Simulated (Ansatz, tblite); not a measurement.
# The cluster Si3Ge: rung by rung, part 2 of 2

Aim: run the singlet of the cluster Si3Ge at one geometry on many levels, and compare frontier levels, spin and run time.

Ansatz 0.2.0, Gaussian basis; as each input shows. Earlier steps stand in the parts before.

## 18. HF/STO-3G

File in.yaml:

```yaml
crystal:
  periodic: [false, false, false]
  atoms:
    - {symbol: Si, position_ang: [0.950027, 0.743682, 0.008668]}
    - {symbol: Si, position_ang: [-1.205105, 1.596335, -0.045637]}
    - {symbol: Si, position_ang: [-0.975164, -0.710625, -0.017463]}
    - {symbol: Ge, position_ang: [1.230252, -1.629393, 0.054422]}
basis:
  gaussian: {orbitals: STO-3G}
hamiltonian: {xc: hf}
scf: {omitted_lower_state_checks: [starts]}
output: {orbitals: {seedname: orbitals}}
```

On the command line:

```sh
$ ansatz run in.yaml --threads 4 --pin off --events-out ev --progress --plain --max-ram 3916MiB
```

Output:

```text
Functional definition: HF
  name "HF"
  cite "Fock, Z. Phys. 61, 126 (1930) doi:10.1007/BF01340294"
  parent pbe
  exchange = exact_x
  correlation = 0
these checks for a lower state are left out or cut short: starts
467 factors; integrals over basis functions are off by at most 3.1e-5 eV
mean field evaluation 1: about -79140.3037 eV, gradient 1.1e1 eV
mean field evaluation 2: about -79140.3300 eV, gradient 1.1e1 eV
mean field evaluation 4: about -79141.0332 eV, gradient 1.3e0 eV
mean field evaluation 8: about -79141.0483 eV, gradient 3.5e-3 eV
mean field -79141.04825119 eV, -2908.3798795019 hartree, gradient 2.1e-5 eV, S^2 0.000000; 0 other end points of the search recorded, 0 dependent functions left out
reference -79141.04825119 eV, -2908.3798795019 hartree; 37, 37 occupied and 8, 8 virtual orbitals, 467 factors
Total energy: -79141.04825119 eV, -2908.3798795019 hartree
Checks for a lower state left out: starts
```

Run time: 0.3 s. Hardware: 4 threads of Arm Neoverse N1, shared host.

HOMO -3.65 eV, LUMO 4.43 eV.

## 19. HF/6-31G

in.yaml, as its differences from that of step 18:

```diff
@@ -8,3 +8,3 @@
 basis:
-  gaussian: {orbitals: STO-3G}
+  gaussian: {orbitals: 6-31G}
 hamiltonian: {xc: hf}
```

Same command.

Output:

```text
Functional definition: HF
  name "HF"
  cite "Fock, Z. Phys. 61, 126 (1930) doi:10.1007/BF01340294"
  parent pbe
  exchange = exact_x
  correlation = 0
these checks for a lower state are left out or cut short: starts
670 factors; integrals over basis functions are off by at most 2.0e-4 eV
mean field evaluation 1: about -80044.6817 eV, gradient 6.8e0 eV
mean field evaluation 2: about -80044.7946 eV, gradient 7.0e0 eV
mean field evaluation 4: about -80045.1695 eV, gradient 1.8e0 eV
mean field evaluation 8: about -80045.1824 eV, gradient 7.6e-4 eV
mean field -80045.18236307 eV, -2941.6061952696 hartree, gradient 2.0e-5 eV, S^2 0.000000; 0 other end points of the search recorded, 0 dependent functions left out
reference -80045.18236307 eV, -2941.6061952696 hartree; 37, 37 occupied and 31, 31 virtual orbitals, 670 factors
Total energy: -80045.18236307 eV, -2941.6061952696 hartree
Checks for a lower state left out: starts
```

Run time: 0.71 s. Hardware: 4 threads of Arm Neoverse N1, shared host.

HOMO -8.05 eV, LUMO -1.15 eV.

## 20. B3LYP-D4/6-31G

in.yaml, as its differences from that of step 19:

```diff
@@ -9,3 +9,3 @@
   gaussian: {orbitals: 6-31G}
-hamiltonian: {xc: hf}
+hamiltonian: {xc: {name: B3LYP}, dispersion: d4}
 scf: {omitted_lower_state_checks: [starts]}
```

The command is unchanged.

Output, cut to the lines that bear on the results:

```text
Functional definition: B3LYP
  name "B3LYP"
  cite "Stephens, Devlin, Chabalowski & Frisch, J. Phys. Chem. 98, 11623 (1994) doi:10.1021/j100096a001"
  cite "Becke, Phys. Rev. A 38, 3098 (1988) doi:10.1103/PhysRevA.38.3098"
  cite "Lee, Yang & Parr, Phys. Rev. B 37, 785 (1988) doi:10.1103/PhysRevB.37.785"
  cite "Vosko, Wilk & Nusair, Can. J. Phys. 58, 1200 (1980) doi:10.1139/p80-159"
[...]
670 factors; integrals over basis functions are off by at most 2.0e-4 eV
[...]
mean field -80139.19490897 eV, -2945.0610926075 hartree, gradient 2.0e-5 eV, S^2 0.000000; 0 other end points of the search recorded, 0 dependent functions left out
reference -80139.19511273 eV, -2945.0611000955 hartree; 37, 37 occupied and 31, 31 virtual orbitals, 670 factors
Total energy: -80139.62979129 eV, -2945.0770742377 hartree
Checks for a lower state left out: starts
```

Run time: 1.4 s. Hardware: 4 threads of Arm Neoverse N1, shared host.

Report: HOMO -6.19 eV, LUMO -3.84 eV.

## 21. PBE0-D4/def2-TZVPD

in.yaml, as its differences from that of step 20:

```diff
@@ -8,4 +8,4 @@
 basis:
-  gaussian: {orbitals: 6-31G}
-hamiltonian: {xc: {name: B3LYP}, dispersion: d4}
+  gaussian: {orbitals: def2-TZVPD, initial_orbitals: start.molden}
+hamiltonian: {xc: pbe0, dispersion: d4}
 scf: {omitted_lower_state_checks: [starts]}
```

Same command.

Output:

```text
Functional definition: PBE0
  name "PBE0"
  cite "Adamo & Barone, J. Chem. Phys. 110, 6158 (1999) doi:10.1063/1.478522"
  cite "Perdew, Burke & Ernzerhof, Phys. Rev. Lett. 77, 3865 (1996) doi:10.1103/PhysRevLett.77.3865"
  parent pbe
  parameter a = 0.25
  parameter kappa = 0.804
  parameter beta = 0.06672455060314922
  exchange = (1 - a)*pbe_x(kappa = kappa, mu = beta*pi^2/3) + a*exact_x
  correlation = pbe_c(beta = beta)
these checks for a lower state are left out or cut short: starts
1314 factors; their error is unknown
mean field evaluation 1: about -80132.7784 eV, gradient 6.4e0 eV
mean field evaluation 2: about -80132.8125 eV, gradient 7.1e-2 eV
mean field evaluation 4: about -80133.0609 eV, gradient 1.7e-4 eV
mean field -80133.06088900 eV, -2944.8356715313 hartree, gradient 8.0e-6 eV, S^2 0.000000; 0 other end points of the search recorded, 0 dependent functions left out
reference -80133.06091690 eV, -2944.8356725564 hartree; 37, 37 occupied and 146, 146 virtual orbitals, 1314 factors
Total energy: -80133.27987889 eV, -2944.8437192613 hartree
Checks for a lower state left out: starts
```

Run time: 5.5 s. Hardware: 4 threads of Arm Neoverse N1, shared host.

HOMO -6.36 eV, LUMO -3.67 eV.

## 22. PBE-D4/def2-TZVPD

in.yaml, as its differences from that of step 21:

```diff
@@ -9,3 +9,3 @@
   gaussian: {orbitals: def2-TZVPD, initial_orbitals: start.molden}
-hamiltonian: {xc: pbe0, dispersion: d4}
+hamiltonian: {xc: pbe, dispersion: d4}
 scf: {omitted_lower_state_checks: [starts]}
```

Same command.

Output:

```text
Functional definition: PBE
  name "PBE"
  cite "Perdew, Burke & Ernzerhof, Phys. Rev. Lett. 77, 3865 (1996) doi:10.1103/PhysRevLett.77.3865"
  parent pbe
  parameter kappa = 0.804
  parameter beta = 0.06672455060314922
  exchange = pbe_x(kappa = kappa, mu = beta*pi^2/3)
  correlation = pbe_c(beta = beta)
these checks for a lower state are left out or cut short: starts
1198 factors; their error is unknown
mean field evaluation 1: about -80129.8425 eV, gradient 1.5e1 eV
mean field evaluation 2: about -80129.9902 eV, gradient 2.5e-1 eV
mean field evaluation 4: about -80129.9768 eV, gradient 3.0e-2 eV
mean field -80129.97681662 eV, -2944.7223339619 hartree, gradient 2.0e-5 eV, S^2 0.000000; 0 other end points of the search recorded, 0 dependent functions left out
reference -80129.97685457 eV, -2944.7223353565 hartree; 37, 37 occupied and 146, 146 virtual orbitals, 1198 factors
Total energy: -80130.23464491 eV, -2944.7318089766 hartree
Checks for a lower state left out: starts
```

Run time: 3.2 s. Hardware: 4 threads of Arm Neoverse N1, shared host.

Report: HOMO -5.48 eV, LUMO -4.32 eV.

## 23. r2SCAN-D4/def2-TZVPD

in.yaml, as its differences from that of step 22:

```diff
@@ -9,3 +9,3 @@
   gaussian: {orbitals: def2-TZVPD, initial_orbitals: start.molden}
-hamiltonian: {xc: pbe, dispersion: d4}
+hamiltonian: {xc: r2scan, dispersion: d4}
 scf: {omitted_lower_state_checks: [starts]}
```

Same command.

Output:

```text
Functional definition: r2SCAN
  name "r2SCAN"
  cite "Furness, Kaplan, Ning, Perdew & Sun, J. Phys. Chem. Lett. 11, 8208 (2020) doi:10.1021/acs.jpclett.0c02405"
  cite "Furness, Kaplan, Ning, Perdew & Sun, J. Phys. Chem. Lett. 11, 9248 (2020) doi:10.1021/acs.jpclett.0c03077"
  parent r2scan
  parameter k0 = 0.174
  parameter k1 = 0.065
  parameter a1 = 4.9479
  exchange = r2scan_x(k0 = k0, k1 = k1, a1 = a1)
  correlation = r2scan_c
these checks for a lower state are left out or cut short: starts
1198 factors; their error is unknown
mean field evaluation 1: about -80147.4940 eV, gradient 1.1e1 eV
mean field evaluation 2: about -80147.5740 eV, gradient 1.4e-1 eV
mean field evaluation 4: about -80147.5627 eV, gradient 2.7e-4 eV
mean field -80147.56270477 eV, -2945.3686034313 hartree, gradient 2.4e-5 eV, S^2 0.000000; 0 other end points of the search recorded, 0 dependent functions left out
reference -80147.56271658 eV, -2945.3686038651 hartree; 37, 37 occupied and 146, 146 virtual orbitals, 1198 factors
Total energy: -80147.60998753 eV, -2945.3703410406 hartree
Checks for a lower state left out: starts
```

Run time: 7.5 s. Hardware: 4 threads of Arm Neoverse N1, shared host.

From the report: HOMO -5.68 eV, LUMO -4.34 eV.

## 24. CCSD(T)/def2-TZVPP

in.yaml, as its differences from that of step 23:

```diff
@@ -8,4 +8,4 @@
 basis:
-  gaussian: {orbitals: def2-TZVPD, initial_orbitals: start.molden}
-hamiltonian: {xc: r2scan, dispersion: d4}
+  gaussian: {orbitals: def2-TZVPP, initial_orbitals: start.molden}
+correlation: {method: ccsd_t}
 scf: {omitted_lower_state_checks: [starts]}
```

Launched as before.

Output, cut to the lines that bear on the results:

```text
Functional definition: HF
  name "HF"
  cite "Fock, Z. Phys. 61, 126 (1930) doi:10.1007/BF01340294"
  parent pbe
[...]
1086 factors; integrals over basis functions are off by at most 1.1e-3 eV
[...]
mean field -80058.66963505 eV, -2942.1018433728 hartree, gradient 3.0e-6 eV, S^2 0.000000; 0 other end points of the search recorded, 0 dependent functions left out; unrestricted orbitals would lower it
24 core orbitals not correlated: weight in the atoms' cores, before any rotation towards them, 1.000 or more for the frozen orbitals, at most 0.000 for the correlated occupied ones
reference -80058.66963505 eV, -2942.1018433728 hartree; 13, 13 occupied and 137, 137 virtual orbitals, 1086 factors
second order -15.31655294 eV of doubles, -0.00000000 eV of singles
cycle   1  -14.61860432 eV  change    7.0e-1 eV  update   1.6e-1
[...]
cycle  11  -15.42347419 eV  change    6.6e-6 eV  update   2.1e-5
perturbative correction -1.21149947 eV, -0.0445217844 hartree
Total energy: -80075.30460871 eV, -2942.7131673793 hartree
Checks for a lower state left out: starts
```

Run time: 37 s. Hardware: 4 threads of Arm Neoverse N1, shared host; peak memory 1.3 GiB.

Report: Hartree-Fock HOMO -8.12 eV, LUMO -0.81 eV; T1 0.016. Doubts: restricted state is unstable towards broken spin symmetry.

## 25. MP2/def2-TZVP

in.yaml, as its differences from that of step 24:

```diff
@@ -8,4 +8,4 @@
 basis:
-  gaussian: {orbitals: def2-TZVPP, initial_orbitals: start.molden}
-correlation: {method: ccsd_t}
+  gaussian: {orbitals: def2-TZVP, initial_orbitals: start.molden}
+correlation: {method: mp2}
 scf: {omitted_lower_state_checks: [starts]}
```

Launched as before.

Output, cut to the lines that bear on the results:

```text
Functional definition: HF
  name "HF"
  cite "Fock, Z. Phys. 61, 126 (1930) doi:10.1007/BF01340294"
  parent pbe
[...]
994 factors; integrals over basis functions are off by at most 1.3e-3 eV
[...]
mean field -80058.66587775 eV, -2942.1017052946 hartree, gradient 3.3e-6 eV, S^2 0.000000; 0 other end points of the search recorded, 0 dependent functions left out; unrestricted orbitals would lower it
24 core orbitals not correlated: weight in the atoms' cores, before any rotation towards them, 1.000 or more for the frozen orbitals, at most 0.000 for the correlated occupied ones
reference -80058.66587775 eV, -2942.1017052946 hartree; 13, 13 occupied and 122, 122 virtual orbitals, 994 factors
second order -15.17722465 eV of doubles, -0.00000000 eV of singles
Total energy: -80073.84310240 eV, -2942.6594580130 hartree
Checks for a lower state left out: starts
```

Run time: 3.6 s. Hardware: 4 threads of Arm Neoverse N1, shared host.

Report: Hartree-Fock HOMO -8.12 eV, LUMO -0.81 eV. Doubts: restricted state is unstable towards broken spin symmetry.

## 26. RPA/def2-TZVP

in.yaml, as its differences from that of step 25:

```diff
@@ -9,4 +9,4 @@
   gaussian: {orbitals: def2-TZVP, initial_orbitals: start.molden}
-correlation: {method: mp2}
+hamiltonian: {xc: pbe}
+correlation: {method: rpa}
 scf: {omitted_lower_state_checks: [starts]}
-output: {orbitals: {seedname: orbitals}}
```

The command is unchanged.

Output, cut to the lines that bear on the results:

```text
Functional definition: PBE
  name "PBE"
  cite "Perdew, Burke & Ernzerhof, Phys. Rev. Lett. 77, 3865 (1996) doi:10.1103/PhysRevLett.77.3865"
  parent pbe
[...]
994 factors; integrals over basis functions are off by at most 1.3e-3 eV
[...]
mean field -80129.93990738 eV, -2944.7209775721 hartree, gradient 9.3e-6 eV, S^2 0.000000; 0 other end points of the search recorded, 0 dependent functions left out
24 core orbitals not correlated: weight in the atoms' cores, before any rotation towards them, 1.000 or more for the frozen orbitals, at most 0.000 for the correlated occupied ones
reference -80057.10487697 eV, -2942.0443395741 hartree; 13, 13 occupied and 122, 122 virtual orbitals, 994 factors
Total energy: -80081.24178523 eV, -2942.9313545919 hartree
Checks for a lower state left out: starts
```

Run time: 5 s. Hardware: 4 threads of Arm Neoverse N1, shared host.

## 27. Comparison

```tsv
level	functions	HOMO (eV)	LUMO (eV)	gap (eV)	time
HF/STO-3G	45	-3.65	4.43	8.08	0.3 s
HF/6-31G	68	-8.05	-1.15	6.90	0.71 s
LDA/def2-TZVP	159	-5.58	-4.48	1.09	1.3 s
PBE-D4/def2-SVP	86	-5.53	-4.36	1.18	1.2 s
PBE-D4/def2-TZVP	159	-5.45	-4.30	1.16	2.3 s
PBE-D4/def2-TZVPD	183	-5.48	-4.32	1.16	3.2 s
BLYP-D4/def2-TZVP	159	-5.25	-4.06	1.18	2.4 s
r2SCAN-D4/def2-TZVP	159	-5.67	-4.34	1.33	6 s
r2SCAN-D4/def2-TZVPD	183	-5.68	-4.34	1.34	7.5 s
r2SCANh-D4/def2-TZVP	159	-5.99	-4.08	1.91	6.5 s
B3LYP-D4/6-31G	68	-6.19	-3.84	2.35	1.4 s
B3LYP-D4/def2-TZVP	159	-6.12	-3.71	2.40	3.4 s
PBE0-D4/def2-SVP	86	-6.44	-3.74	2.70	1.7 s
PBE0-D4/def2-TZVP	159	-6.34	-3.65	2.69	3.6 s
PBE0-D4/def2-TZVPD	183	-6.36	-3.67	2.69	5.5 s
CAM-B3LYP-D4/def2-TZVP	159	-7.38	-2.62	4.76	5.5 s
PBE+5HF/def2-TZVP	159	-5.63	-4.17	1.46	3.3 s
PBE+10HF/def2-TZVP	159	-5.81	-4.04	1.77	3.1 s
PBE+15HF/def2-TZVP	159	-5.98	-3.91	2.07	3.1 s
PBE+35HF/def2-TZVP	159	-6.71	-3.39	3.31	3.4 s
PBE+50HF/def2-TZVP	159	-7.25	-3.00	4.25	3.8 s
```

Energy pieces by basis (eV):

```tsv
basis	HF	MP2 correlation	CCSD correlation	(T)	total
def2-TZVPP	-80058.6696	-15.3166	-15.4235	-1.2115	-80075.3046
def2-TZVP	-80058.6659	-15.1772			-80073.8431 (MP2)
```

## 28. Binding energy

Free atoms were run apart at each level; binding is atoms less cluster, divided by the number of atoms, without zero-point or spin-orbit terms.

Differences are taken before rounding.

```tsv
method	binding an atom (eV)	from CCSD(T)/def2-TZVPP (eV)	time
HF/STO-3G	2.347	-0.469	0.3 s
HF/6-31G	0.896	-1.920	0.71 s
HF/def2-TZVP	1.553	-1.262	
HF/def2-TZVPP	1.553	-1.262	
LDA/def2-TZVP	3.553	+0.737	1.3 s
PBE-D4/def2-SVP	3.100	+0.284	1.2 s
PBE-D4/def2-TZVP	3.130	+0.315	2.3 s
PBE-D4/def2-TZVPD	3.136	+0.320	3.2 s
BLYP-D4/def2-TZVP	2.944	+0.129	2.4 s
r2SCAN-D4/def2-TZVP	3.008	+0.193	6 s
r2SCAN-D4/def2-TZVPD	3.014	+0.198	7.5 s
r2SCANh-D4/def2-TZVP	2.956	+0.141	6.5 s
B3LYP-D4/6-31G	2.405	-0.411	1.4 s
B3LYP-D4/def2-TZVP	2.880	+0.064	3.4 s
PBE0-D4/def2-SVP	2.943	+0.128	1.7 s
PBE0-D4/def2-TZVP	2.986	+0.171	3.6 s
PBE0-D4/def2-TZVPD	2.992	+0.176	5.5 s
CAM-B3LYP-D4/def2-TZVP	2.736	-0.080	5.5 s
RPA/def2-TZVP	2.576	-0.240	5 s
MP2/def2-TZVP	2.988	+0.172	3.6 s
CCSD/def2-TZVPP	2.607	-0.209	
CCSD(T)/def2-TZVPP	2.816	0	37 s
```

Among the levels timed on like hardware and quicker than the yardstick, those that no quicker one beats, quickest first: HF/STO-3G (0.3 s, -0.469 eV); PBE-D4/def2-SVP (1.2 s, +0.284 eV); PBE0-D4/def2-SVP (1.7 s, +0.128 eV); B3LYP-D4/def2-TZVP (3.4 s, +0.064 eV).

## 29. Results

What follows sums up all 2 parts.

| quantity | value |
| --- | --- |
| gap in def2-TZVP, named functionals, smallest and largest | 1.09 eV (LDA), 4.76 eV (CAM-B3LYP-D4) |
| gap over the share of exact exchange | 1.16 eV at 0, 4.25 eV at 0.5 |
| correlation energy, CCSD(T)/def2-TZVPP | -16.63 eV |
| correlation energy, MP2/def2-TZVP | -15.18 eV |
| binding an atom, CCSD(T)/def2-TZVPP | 2.816 eV |
| PBE0 total energy, smallest basis above largest | 15.24 eV (def2-SVP, def2-TZVPD) |

**Reading.** Over the named functionals in def2-TZVP the gap runs from 1.09 eV (LDA) to 4.76 eV (CAM-B3LYP-D4); exact exchange widens it. Raising the share of exact exchange from 0 to 0.5 moves the HOMO by -1.80 eV and the LUMO by +1.30 eV. A small miss in a minimal or small basis is a cancelling of errors, not accuracy. The functionals in def2-TZVP miss CCSD(T)/def2-TZVPP by -0.080 (CAM-B3LYP-D4) to +0.737 eV (LDA) an atom. The reference is CCSD(T) in one finite basis, so it carries an error of its own, often a tenth of an eV or more, and near misses can't be ranked.

For cost: B3LYP-D4/def2-TZVP gets within 0.064 eV in 3.4 s, where CCSD(T)/def2-TZVPP took 37 s; the quickest level in the cost chart, HF/STO-3G, takes 0.3 s and misses by 0.469 eV. The slowest run with a step of its own, CCSD(T)/def2-TZVPP, took 37 s; the quickest functional in def2-TZVP took 1.3 s (shared host).
